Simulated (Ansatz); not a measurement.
## Chalcopyrite ZnGeP2

Method: LDA (Ansatz, a program for electronic structure, plane waves, PAW).

Settings: plane-wave cutoff 520 eV, 10×10×10 k mesh, Fermi–Dirac smearing 0.01 eV, scalar-relativistic PAW data made under PBE.

Cell: measured lattice: a = b = 5.4600 Å, c = 10.7100 Å, α = β = γ = 90.00°.

```
Quantity                                                  Value
-------------------------------------------  ------------------
band gap                                     1.04 eV (indirect)
smallest direct gap on the k points sampled             1.16 eV
```

Measured, for comparison: band gap 2.05 eV (temperature not stated, not corrected to a static lattice, pseudodirect, our sources range from 1.80 to 2.20; as tabulated in Rashkeev et al. (1999), arXiv:cond-mat/9809378).

Note: cell and atoms aren't relaxed at this level (pressure -3.2 GPa).

Spin–orbit coupling is not included.
